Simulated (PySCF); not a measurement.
**C$_{4}$H$_{6}$O: full NMR table**

* Formula: C4H6O
* SMILES: COC1=CC1
* InChI: InChI=1S/C4H6O/c1-5-4-2-3-4/h2H,3H2,1H3
* Point group of the computed structure: Cs
* Degrees of unsaturation: 2
* Carbon signals: 4
* Proton signals: 3

Molfile (atoms numbered from 1):
```
C4H6O
     RDKit          3D

 11 11  0  0  0  0  0  0  0  0999 V2000
    1.6449   -0.8365    0.2037 C   0  0  0  0  0  0  0  0  0  0  0  0
    0.7720    0.2199    0.5632 O   0  0  0  0  0  0  0  0  0  0  0  0
   -0.3085    0.3286   -0.1974 C   0  0  0  0  0  0  0  0  0  0  0  0
   -1.0669   -0.0467   -1.1855 C   0  0  0  0  0  0  0  0  0  0  0  0
   -1.5392    1.1452   -0.3778 C   0  0  0  0  0  0  0  0  0  0  0  0
    2.4757   -0.7986    0.9053 H   0  0  0  0  0  0  0  0  0  0  0  0
    1.1383   -1.8032    0.2775 H   0  0  0  0  0  0  0  0  0  0  0  0
    2.0145   -0.7059   -0.8173 H   0  0  0  0  0  0  0  0  0  0  0  0
   -1.2992   -0.6814   -2.0016 H   0  0  0  0  0  0  0  0  0  0  0  0
   -1.4625    2.1462   -0.7919 H   0  0  0  0  0  0  0  0  0  0  0  0
   -2.3636    1.0350    0.3204 H   0  0  0  0  0  0  0  0  0  0  0  0
  1  2  1  0
  2  3  1  0
  3  4  2  0
  4  5  1  0
  5  3  1  0
  1  6  1  0
  1  7  1  0
  1  8  1  0
  4  9  1  0
  5 10  1  0
  5 11  1  0
M  END
```

Computed data (PySCF): J: B3LYP/pcJ-1 (without the spin–dipole term), coordinates at the GFN2-xTB level, PBE0/pcSseg-1 with gauge-including orbitals. Non-relativistic Hamiltonian, one conformer, no solvent model, equivalent nuclei averaged.

δ = σ(ref) − σ, references computed at the same level: 1H, 13C against TMS; 17O against H2O.

| carbon | δC, type | δH (multiplicity, J in Hz) | HMBC from (abs. J ≥ 3 Hz) | span of the C tensor (ppm) |
| --- | --- | --- | --- | --- |
| C1 | 60.6, CH3 | 4.00 (s) | – | 86 |
| C3 | 150.2, C | – | H6/H7/H8, H10/H11 | 207 |
| C4 | 69.7, CH | 5.00 (t, 2.7) | – | 158 |
| C5 | 17.0, CH2 | 1.72 (d, 2.7) | – | 84 |

Other nuclei:
| atoms | nucleus | environment | δ (ppm) | σ (ppm) |
| --- | --- | --- | --- | --- |
| O2 | 17O | ether oxygen | 96.8 | 239.3 |

Selected couplings (Hz, signed; the shortest-range and largest first, 30 at most; isotopes 13C, 1H): 1J(C4,H9) 236.9, 1J(C5,H10) 170.9, 1J(C1,H6) 149.4, 1J(C3,C4) 74.5, 1J(C3,C5) 18.7, 1J(C4,C5) 13.4, 2J(C1,C3) -3.1, 3J(C1,C4) 4.2, 3J(C1,C5) 3.8, 3J(H9,H10) -2.7.

Carbon types of the structure: 1 × C, 1 × CH, 1 × CH2, 1 × CH3, which accounts for all hydrogens. δC 150.2: alkene carbon bearing oxygen; an sp2 carbon further deshielded by the attached heteroatom. δC 69.7: β carbon of an enol-ether or enamine type C=C; the O or N lone pair pushes π density onto this β carbon and shields it. δC 60.6: methyl carbon bonded to O; deshielded by the electronegative neighbour. δH 5.00: hydrogen on a β carbon of an enol-ether or enamine type C=C; lone-pair donation from O or N shields it, upfield of ordinary alkene protons. δH 4.00: hydrogen on a methyl carbon bonded to O; its carbon carries O, which withdraws density.

Splittings below 1 Hz are ignored in the labels, and close J values are merged. Unscaled 3J(H,H) at this level run about 10 % above measured values. Shifts are as computed. Against solution values, carbons near 30 ppm lie about +3 ppm off and those near 130 ppm about +5 ppm. Of 1211 compounds with measured shifts, 218 miss one by over three times the rms of a fit or turn the order of signals round; such compounds aren't used in these exercises. Experimental scales use liquid or dissolved standards, which lie at an offset from isolated H2O (liquid H2O: subtract about 36 ppm).
